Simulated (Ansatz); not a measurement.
Relaxing TaC₃

All numbers below come from DFT PBE, scalar-relativistic, plane waves, PAW (Ansatz 0.2.0). Cutoff 420 eV, Γ-centred k mesh, Gaussian smearing, no spin polarisation in the final step.

TaC₃ was placed on the Ni3Sn (D0_19) structure type (P6_3/mmc, No. 194), with Ta in place of Sn, C in place of Ni, at a guessed volume.

```yaml
crystal:
  lattice:
    - [4.86225, 0.00000, 0.00000]
    - [-2.43113, 4.21083, 0.00000]
    - [0.00000, 0.00000, 3.90271]
  atoms:
    - { symbol: Ta, position: [0.33333, 0.66667, 0.25000] }
    - { symbol: Ta, position: [0.66667, 0.33333, 0.75000] }
    - { symbol: C, position: [0.83300, 0.66600, 0.25000] }
    - { symbol: C, position: [0.16700, 0.83300, 0.75000] }
    - { symbol: C, position: [0.33400, 0.16700, 0.25000] }
    - { symbol: C, position: [0.16700, 0.33400, 0.75000] }
    - { symbol: C, position: [0.83300, 0.16700, 0.25000] }
    - { symbol: C, position: [0.66600, 0.83300, 0.75000] }
```

Steps on the 6×6×4 mesh (8 atoms). 12 of 15 steps are shown, and the free energy counts from the last. Trial steps that were taken back and renewals of the plane-wave basis can be among the rows.

```
step  ΔF (meV/atom) V (Å³/atom) P (GPa) largest force component (eV/Å)
   1         1013.3         9.99   -21.67                           0.144
   2          850.9         9.15    -4.11                           0.044
   4          773.8         9.14     2.20                           0.698
   5          665.5         9.56    -5.10                           2.722
   6          236.2         9.83    -8.61                           3.582
   7          154.0         9.72    19.05                           4.996
   9            7.9         9.79    -0.01                           0.093
  10            5.6         9.80     0.07                           0.025
  11            5.3         9.79     0.06                           0.012
  12            0.3         9.79     0.52                           0.024
  14            0.1         9.83    -0.21                           0.006
  15            0.0         9.83    -0.20                           0.006
```

A final relaxation ran on a 12×12×8 mesh. The relaxed crystal, P6_3/mmc (No. 194):

```
Ta C
1.0
     4.49656    0.00000    0.00000
    -2.24828    3.89413    0.00000
     0.00000    0.00000    4.48874
Ta C
2 6
Direct
  0.33333 0.66667 0.25000
  0.66667 0.33333 0.75000
  0.77896 0.55792 0.25000
  0.22104 0.77896 0.75000
  0.44208 0.22104 0.25000
  0.22104 0.44208 0.75000
  0.77896 0.22104 0.25000
  0.55792 0.77896 0.75000
```

- Volume per atom: 9.82 Å³
- Density: 9.17 g/cm³
- Energy over the elements: 1.14 eV/atom
- Gap on the 12×12×8 mesh: 0 eV (a metal)

Energies over the elements count from the elements' standard structures at the same level, with no empirical corrections.

The final run used a 12×12×8 mesh on its 8-atom cell and 0.10 eV smearing. For metals, differences of a few meV/atom aren't resolved. Spin–orbit coupling is left out.

Symmetry constrained the relaxation, so the result can be a saddle point.

Cost: 3 runs of about 0.98 core-minutes in all, on Intel Xeon 6975P-C (Granite Rapids) (shared hosts).